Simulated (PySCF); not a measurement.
C3H6O. Atoms are numbered in the order given.

```xyz
10

C     -1.2835     0.0000     0.6109
C      0.0000     0.0000    -0.1856
C      1.2835     0.0000     0.6109
O      0.0000     0.0000    -1.3925
H     -1.3288     0.8843     1.2664
H     -1.3288    -0.8843     1.2664
H     -2.1427     0.0000    -0.0711
H      2.1427     0.0000    -0.0711
H      1.3288     0.8843     1.2664
H      1.3288    -0.8843     1.2664
```
Charge 0, spin multiplicity 1.

Coordinates come from a PBE0-D3(BJ)/def2-SVP optimisation.

All values below come from PBE/pcSseg-1 run with PySCF.

GIAO shieldings, no solvent; atoms alike by connectivity are averaged. δ = σ(ref) − σ: ¹³C against TMS (σ = 182.0 ppm); ¹⁷O against H2O (σ = 334.3 ppm); ¹H against TMS (σ = 31.49 ppm), references at their B3LYP-D3(BJ)/def2-TZVP geometries, non-relativistic.

Computed chemical shifts:
```tsv
nucleus	atoms	count	δ (ppm)
¹³C	C2	1	205.8
¹³C	C1, C3	2	33.1
¹⁷O	O4	1	700.4
¹H	H5, H6, H7, H8, H9, H10	6	2.33
```
